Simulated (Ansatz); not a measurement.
B$_{2}$H$_{4}$ (`BB`), charge 0, multiplicity 1.

Give a relaxed structure at PBE0-D4/def2-TZVP (Ansatz). (Best estimate.)

The calculation gave: 
```xyz
6

B    -0.165    0.201   -0.771
B     0.164   -0.201    0.771
H    -1.239   -0.001   -1.270
H     0.652    0.719   -1.482
H    -0.021    0.557    1.683
H     0.609   -1.276    1.069
```
Point group D2d.
